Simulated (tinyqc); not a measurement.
Worked calculation: extended Hueckel theory, for H2O. Computed by tinyqc, a small Python program that keeps every step (integrals from PySCF). Settings: charge = 0, K = 1.5, weighted = 1, multiplicity = 1. Command: `OMP_NUM_THREADS=1 python tinyqc.py 21291 21292 out.jsonl` (the two numbers bound the seeds that draw the settings). One thread of a shared host (Intel(R) Xeon(R) Processor @ 2.60GHz), about 0.01 s of CPU time with the checks.

## Overlaps

Geometry (angstrom):

| atom | x | y | z |
|---|---|---|---|
| O | 0.000000 | 0.000000 | 0.000000 |
| H | 0.000000 | 0.810000 | 0.538000 |
| H | 0.000000 | -0.852000 | 0.566000 |

Parameters chosen for this run:

| element | shell | Slater exponent | H_ii (eV) |
|---|---|---|---|
| O | 2s | 2.275000 | -32.300000 |
| O | 2p | 2.275000 | -14.800000 |
| H | 1s | 1.300000 | -13.600000 |

Slater orbitals, each expanded in six Gaussians scaled to its exponent.

overlap S:
```
           1O 2s    1O 2px     1O 2py    1O 2pz     2H 1s      3H 1s
1O 2s   1.000000  0.000000   0.000000  0.000000  0.451260   0.418831
1O 2px  0.000000  1.000000   0.000000  0.000000  0.000000   0.000000
1O 2py  0.000000  0.000000   1.000000  0.000000  0.322777  -0.306361
1O 2pz  0.000000  0.000000   0.000000  1.000000  0.214388   0.203521
2H 1s   0.451260  0.000000   0.322777  0.214388  1.000000   0.179298
3H 1s   0.418831  0.000000  -0.306361  0.203521  0.179298   1.000000
```

## Wolfsberg-Helmholz matrix

diagonal H_ii (eV): 1O 2s -32.300000, 1O 2px -14.800000, 1O 2py -14.800000, 1O 2pz -14.800000, 2H 1s -13.600000, 3H 1s -13.600000

K = 1.500000

H_ij = K' S_ij (H_ii + H_jj)/2 for i != j (the diagonal keeps H_ii), with K' = K + D^2 + D^4 (1 - K), D = (H_ii - H_jj)/(H_ii + H_jj), K = 1.5.

H (eV):
```
             1O 2s      1O 2px      1O 2py      1O 2pz       2H 1s       3H 1s
1O 2s   -32.300000    0.000000    0.000000    0.000000  -17.110928  -15.881305
1O 2px    0.000000  -14.800000    0.000000    0.000000    0.000000    0.000000
1O 2py    0.000000    0.000000  -14.800000    0.000000   -6.883325    6.533246
1O 2pz    0.000000    0.000000    0.000000  -14.800000   -4.571887   -4.340161
2H 1s   -17.110928    0.000000   -6.883325   -4.571887  -13.600000   -3.657675
3H 1s   -15.881305    0.000000    6.533246   -4.340161   -3.657675  -13.600000
```

## Orbitals

valence electrons = 8

Solve H C = S C e through S^(-1/2); fill by pairs from the bottom, a degenerate level sharing its electrons equally; each orbital has its largest coefficient positive (the first on a tie).

orbital energies (eV): -32.781948  -16.275064  -15.083723  -14.800000  -5.724211  3.282841

occupations: 2.000000  2.000000  2.000000  2.000000  0.000000  0.000000

coefficients:
```
              MO1        MO2        MO3       MO4        MO5        MO6
1O 2s    0.907870  -0.004926  -0.119064  0.000000  -0.066166  -0.831043
1O 2px   0.000000   0.000000   0.000000  1.000000   0.000000   0.000000
1O 2py  -0.003112   0.718205   0.002989  0.000000   0.887267  -0.126554
1O 2pz  -0.026053   0.000618   0.948783  0.000000  -0.051757  -0.468313
2H 1s    0.102928   0.325398   0.100787  0.000000  -0.729418   0.946584
3H 1s    0.092500  -0.341884   0.105744  0.000000   0.916302   0.693758
```

sum of one-electron energies = -157.881470 eV

## Mulliken analysis

P = C n C^T; charge = valence electrons (O 6, H 1) minus the sum of (P S)_ii on the atom; overlap population = 2 sum P_ij S_ij between two atoms.

charges: 1O -1.024533, 2H 0.516533, 3H 0.507999

Overlap populations:

| pair | value |
|---|---|
| 2-1 | 0.525705 |
| 3-1 | 0.502824 |
| 3-2 | -0.065315 |
